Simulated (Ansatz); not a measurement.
Compare A (`C#COCC`) with its isomer B (`OC1=CCC1`).

Gas-phase electronic energies from Ansatz, PBE0-D4/def2-TZVP geometries. CCSD(T)/CBS adds triple-zeta CCSD(T) − MP2 to the extrapolated MP2 energy (def2 sets, frozen cores). DFT in def2-TZVPP. B3LYP here is the variant with VWN-RPA as its local correlation; programs differ in this. Each species was taken in one conformer, which may not be the lowest.

A:

```xyz
11

C    -2.4393   -0.6528    1.4746
C    -1.5720   -0.5996    0.6469
O    -0.6533   -0.5597   -0.2579
C     0.4586    0.3120    0.0445
C     1.4243    0.2389   -1.1030
H    -3.2159   -0.7116    2.1968
H     0.9092   -0.0248    0.9826
H     0.0681    1.3235    0.1888
H     1.7902   -0.7801   -1.2385
H     0.9511    0.5655   -2.0305
H     2.2790    0.8888   -0.9043
```

B:

Z-matrix (Å, degrees):
```
C
C 1 1.559
C 1 1.511 2 86.8
H 1 1.094 2 113.9 3 -117.2
H 1 1.094 2 113.9 3 117.2
C 2 1.500 1 84.6 3 0.0
H 2 1.094 1 114.9 3 116.1
H 2 1.094 1 114.9 3 -116.1
H 3 1.081 1 133.2 2 -180.0
O 6 1.343 2 130.9 1 180.0
H 10 0.961 6 109.1 2 0.2
```

Task: Which is lower in electronic energy at CCSD(T)/CBS, and by how much? (Estimate.)

Result: Ansatz gave: B, by 25.3 kcal/mol.

Task: Give E(B) − E(A) in kcal/mol with HF/def2-TZVPP, B3LYP, CCSD(T)/def2-SVP, BLYP-D4, CCSD/def2-TZVPP, r2SCAN-D4, LDA (SPW92). (An estimate is asked.)

Result: Ansatz gave: HF/def2-TZVPP -18.7, B3LYP -21.4, CCSD(T)/def2-SVP -23.9, BLYP-D4 -20.6, CCSD/def2-TZVPP -24.4, r2SCAN-D4 -26.4, LDA (SPW92) -32.8. None reverses the order clearly.

Task: Does the order hold for the free energy at 298.15 K (harmonic terms from PBE0-D4)? (An estimate is asked.)

Result: The calculation gave: Yes: G(B) − G(A) = -22.7 kcal/mol, for one conformer each.

Largest T1 diagnostic: 0.012.

At CCSD(T), def2-SVP lies +1.4 kcal/mol from the extrapolated value and def2-TZVPP +0.5 kcal/mol. The D4 term adds −1.0 kcal/mol with B3LYP and −0.5 kcal/mol with PBE0; it sums over pairs of atoms, weighted by their polarisabilities, and B3LYP, whose exchange is more repulsive, gets the larger term.
